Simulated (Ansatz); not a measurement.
## Tetragonal perovskite BaTiO3 (room-temperature form, which distorts further on cooling)

Level of theory: rVV10 (Ansatz, a quantum-chemistry and plane-wave program, PAW).

Numerical settings: plane-wave cutoff 500 eV, 8×8×8 k mesh, gaussian smearing 0.02 eV, no spin polarisation, scalar-relativistic PAW data made under PBE.

Cell (relaxed at this level):

BaTiO3 is taken in the tetragonal space group P4mm (No. 99), Pearson symbol tP5. Lattice parameters: a = b = 4.008 Å, c = 4.152 Å, α = β = γ = 90.00°. Ba on 1a is coordinated by 12 O at 2.814–2.959 Å (cuboctahedral). Ti on 1b is surrounded by 1 O at 1.839 Å and 4 O at 2.011 Å and 1 O at 2.314 Å (octahedral). O1 on 1b is coordinated by 1 Ti at 1.839 Å and 1 Ti at 2.314 Å and 4 Ba at 2.839 Å (octahedral). O2 on 2c is coordinated by 2 Ti at 2.011 Å and 2 Ba at 2.814 Å and 2 Ba at 2.959 Å (octahedral). (Neighbours: up to the widest gap in distance over summed covalent radii, below 1.35, at either atom; cation-cation and far metal-metal contacts left out.)

For tetragonal perovskite BaTiO3 (room-temperature form, which distorts further on cooling), the band gap is 1.80 eV (on the SCF k mesh).

Note: the relaxation could not lower the start's symmetry, so the cell can be a saddle point above a distorted one.

Spin–orbit coupling is not included.
